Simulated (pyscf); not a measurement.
F–C(F)=C(F)–F (SMILES FC(F)=C(F)F) + H₂ (SMILES [H][H]) -> F–CH₂–F (SMILES FCF) + F–C:–F (SMILES F[C]F) [singlet], a concerted two-bond exchange (singlet surface; C–C, H–H broken, C–H, C–H formed). Structures and frequencies: ωB97X-D3(BJ)/def2-SVP in PySCF. Energies in kcal/mol from the separated reactants.

Small-basis levels: PySCF, no dispersion term, spherical d functions. AM1 to PM7: differences of heats of formation from MOPAC. Cost: rough CPU time at the saddle relative to B3LYP/6-31G*, from one job on a shared machine.

```json
[
 {"level": "HF/STO-3G", "barrier": "157.5", "reaction energy": "-5.7", "cost": "0.04"},
 {"level": "HF/6-31G*", "barrier": "116.3", "reaction energy": "-8.9", "cost": "0.1"},
 {"level": "MP2/6-31G*", "barrier": "94.3", "reaction energy": "+6.4", "cost": "0.1"},
 {"level": "PBE/6-31G*", "barrier": "77.4", "reaction energy": "+13.6", "cost": "2"},
 {"level": "B3LYP/STO-3G", "barrier": "126.9", "reaction energy": "+9.5", "cost": "0.5"},
 {"level": "M06-2X/6-31G*", "barrier": "91.4", "reaction energy": "+7.5", "cost": "3"},
 {"level": "B3LYP/6-311+G**", "barrier": "83.4", "reaction energy": "+3.4", "cost": "2"},
 {"level": "PBE/def2-SVP", "barrier": "71.5", "reaction energy": "+14.0", "cost": "2"},
 {"level": "PM6", "barrier": "118.9", "reaction energy": "+26.5", "cost": "under 0.02"},
 {"level": "ωB97M-D3(BJ)/def2-TZVP", "barrier": "87.0", "reaction energy": "+1.4", "cost": "–"}
]
```

Against the last row the barrier runs from -15.5 (PBE/def2-SVP) to +70.5 kcal/mol (HF/STO-3G). ωB97M-D3(BJ)/def2-TZVP has limits of its own. This is the saddle that the search found; another between the same sides may lie lower. One closed-shell reference is unstable to symmetry breaking; treat the single-reference values with care.
